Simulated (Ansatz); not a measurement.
This geometry of CH₄OSi (7 atoms, charge 0, multiplicity 1) is a first-order saddle point.

Theory: RKS PBE-D4/def2-SVP (Ansatz).

```xyz
7
Properties=species:S:1:pos:R:3
C -0.457 0.583 -0.266
O -0.150 -0.062 0.963
Si 0.906 -1.337 1.269
H -0.886 -0.131 -1.002
H 0.448 1.042 -0.720
H -1.201 1.384 -0.076
H 1.403 -1.547 -0.212
```

Question: Which two structures does it join? (They come from a converged band through this point; their orientation in space is the band's.)

Answer: No bond is made or broken. The dihedral H5–C1–O2–Si3 goes from 0 to -122°. The two ends are copies of one structure, up to a mirror image or an exchange of like atoms.

Image 0:

```xyz
7
Properties=species:S:1:pos:R:3
C -0.519 0.488 -0.338
O -0.455 -0.445 0.725
Si 0.814 -1.413 1.253
H -1.315 0.184 -1.051
H 0.451 0.560 -0.882
H -0.786 1.489 0.063
H 1.869 -0.931 0.185
```

Image 10:

```xyz
7
Properties=species:S:1:pos:R:3
C -0.383 0.618 -0.302
O 0.232 0.218 0.909
Si 1.027 -1.208 1.310
H -0.286 -0.162 -1.092
H 0.083 1.560 -0.662
H -1.460 0.820 -0.122
H 0.848 -1.915 -0.088
```

Question: How far does it lie above each of them?

Answer: 0.055 eV above the first and 0.055 eV above the second. This is the barrier of this one path; another mechanism may lie lower.

Run time: 3.6 min on 1 thread of Arm Neoverse V2, on a shared host, peak memory 0.11 GiB.
